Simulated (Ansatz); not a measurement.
**C5H7N: how energies converge with the basis set**

The task here is to estimate one member of a computed series from the others.

Program: Ansatz 0.2.0, Gaussian basis. Level of theory: one geometry, several basis sets. These are calculated values, not measurements.

The runs, in order: PBE0-D4/def2-SVP; ωB97M-V/def2-SVP; PBE0-D4/def2-QZVPP; ωB97M-V/def2-QZVPP; the functionals' def2-TZVPP values are taken from earlier runs.

**The geometry**

The geometry comes from an earlier relaxation with PBE0-D4 in a triple-zeta def2 set; it is a stationary point, not always the lowest conformer.

SMILES `C=C1C=NC1C`, 13 atoms, charge 0, spin multiplicity 1.

Atoms are counted from 1 here; the program's logs count them from 0.

Bond lengths: C1–C2 1.323 Å, C1–H7 1.084 Å, C1–H8 1.084 Å, C2–C3 1.459 Å, C2–C5 1.526 Å, C3–N4 1.288 Å, C3–H9 1.088 Å, N4–C5 1.502 Å, C5–C6 1.506 Å, C5–H10 1.095 Å, C6–H11 1.092 Å, C6–H12 1.092 Å, C6–H13 1.093 Å. Angles: C2–C1–H7 121.2°, C2–C1–H8 121.4°, H7–C1–H8 117.4°, C1–C2–C3 138.5°, C1–C2–C5 137.6°, C3–C2–C5 83.9°, C2–C3–N4 98.3°, C2–C3–H9 135.1°, N4–C3–H9 126.7°, C3–N4–C5 91.1°, C2–C5–N4 86.8°, C2–C5–C6 118.4°, C2–C5–H10 113.6°, N4–C5–C6 114.3°, N4–C5–H10 110.2°, C6–C5–H10 111.3°, C5–C6–H11 110.2°, C5–C6–H12 110.7° and more.

As a file:

```xyz
13
C5H7N
C     0.9764   -1.6461   -0.4723
C     0.0053   -0.8852    0.0052
C    -0.9762   -0.9142    1.0849
N    -1.5102    0.2397    0.8805
C    -0.6004    0.4845   -0.2888
C     0.2769    1.7006   -0.1479
H     1.5728   -1.3302   -1.3211
H     1.2083   -2.6086   -0.0302
H    -1.2477   -1.6282    1.8602
H    -1.1792    0.5175   -1.2173
H    -0.3335    2.6062   -0.1309
H     0.8537    1.6556    0.7783
H     0.9741    1.7734   -0.9860
```

The first run:

Contents of in.yaml:

```yaml
crystal:
  periodic: [false, false, false]
  atoms:
    - {symbol: C, position_ang: [0.976353, -1.646089, -0.472326]}
    - {symbol: C, position_ang: [0.005349, -0.885177, 0.005210]}
    - {symbol: C, position_ang: [-0.976166, -0.914176, 1.084905]}
    - {symbol: N, position_ang: [-1.510181, 0.239699, 0.880519]}
    - {symbol: C, position_ang: [-0.600366, 0.484492, -0.288784]}
    - {symbol: C, position_ang: [0.276910, 1.700624, -0.147911]}
    - {symbol: H, position_ang: [1.572755, -1.330184, -1.321062]}
    - {symbol: H, position_ang: [1.208323, -2.608566, -0.030190]}
    - {symbol: H, position_ang: [-1.247701, -1.628216, 1.860214]}
    - {symbol: H, position_ang: [-1.179223, 0.517529, -1.217302]}
    - {symbol: H, position_ang: [-0.333549, 2.606172, -0.130866]}
    - {symbol: H, position_ang: [0.853719, 1.655646, 0.778347]}
    - {symbol: H, position_ang: [0.974078, 1.773444, -0.985955]}
basis:
  gaussian: {orbitals: def2-SVP}
hamiltonian: {xc: pbe0, dispersion: d4}
output: {orbitals: {seedname: orbitals}}
```

Launch:

```bash
ansatz run in.yaml --threads 4 --pin off --events-out ev --progress --plain --max-ram 10444MiB
```

Among the steps run: PBE0-D4 in def2-SVP; ωB97M-V in def2-SVP; PBE0-D4 in def2-QZVPP; ωB97M-V in def2-QZVPP.

One table of the session follows, with a row left open; its other results are not shown here.

It belongs to the step «Functionals by basis». 

```
functional       basis  HOMO (eV)
   PBE0-D4    def2-SVP      -7.53
   PBE0-D4  def2-TZVPP      -7.61
   PBE0-D4  def2-QZVPP      -7.64
   ωB97M-V    def2-SVP      -9.72
   ωB97M-V  def2-TZVPP      -9.79
   ωB97M-V  def2-QZVPP          ?
```

**Question.** Estimate the row for ωB97M-V, def2-QZVPP.

As computed: HOMO (eV): -9.81. In the column «HOMO (eV)» it is the lowest.
